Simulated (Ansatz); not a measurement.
For tetragonal perovskite BaTiO₃ (room-temperature form, which distorts further on cooling), PBE+SOC (PAW; Ansatz, a program for electronic structure) gives:

* **lattice constant a**: 3.985 Å
* **c axis length**: 4.202 Å

Problem. What does HSE06 (Ansatz, PAW) give for the same quantities?

Solution. 
- lattice constant a: 3.951 Å (shrinks by 0.9 %)
- lattice parameter c: 4.133 Å (decreases by 1.6 %)

For comparison: lattice constant a 3.994 Å (measured, 300 K, not corrected to a static lattice; as tabulated in Wikipedia's data pages); lattice parameter c 4.034 Å (measured, 300 K, no zero-point or thermal correction; as tabulated in Wikipedia's data pages).

Changes are worked out from the printed values.

Unless a cell is named, each level is at its own relaxed cell (PBE+SOC 13.35, HSE06 12.90 Å³/atom).

Caveats: the relaxation could not lower the start's symmetry, so the cell can be a saddle point above a distorted one (PBE+SOC, HSE06). Ansatz's density-functional and Hartree–Fock values are scalar-relativistic unless marked +SOC, with PAW data made under PBE.
